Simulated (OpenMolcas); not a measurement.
LiH (SMILES [LiH]): the energy, rung by rung

The species is LiH (2 atoms), meant as a singlet with charge 0. SMILES: `[LiH]`. Geometry: the measured bond length.

| atom | x (Å) | y (Å) | z (Å) |
| --- | --- | --- | --- |
| Li | 0.0000 | 0.0000 | 0.0000 |
| H | 0.0000 | 0.0000 | 1.5957 |

Each level gives the energy change with the Li1–H2 bond stretched from 1.596 to 2.792 Å (eV). The values are calculated.

```tsv
level	kind	program	value (eV)	less FCI/def2-SVP
HF/def2-SVP (restricted)	Hartree–Fock	OpenMolcas	1.65	+0.29
SVWN5/def2-SVP (restricted)	LDA	OpenMolcas	1.40	+0.04
r2SCAN/def2-SVP (restricted)	meta-GGA	OpenMolcas	1.46	+0.10
PBE0/def2-SVP (restricted)	global hybrid	OpenMolcas	1.52	+0.16
B2PLYP/def2-SVP (restricted)	double hybrid	OpenMolcas	1.56	+0.20
SC-NEVPT2(2,2)/def2-SVP	multireference	OpenMolcas	1.29	-0.07
CISD/def2-SVP (restricted)	coupled cluster or CI	OpenMolcas	1.37	+0.01
FCI/def2-SVP	exact in the basis	OpenMolcas	1.36	0.00
```

FCI/def2-SVP is exact within its basis and frozen core, so for wave-function methods in that basis the difference is their error; functionals converge differently with the basis, so for them it is only a difference. The first shape isn't each level's own minimum. The values span 1.29 to 1.65 eV.
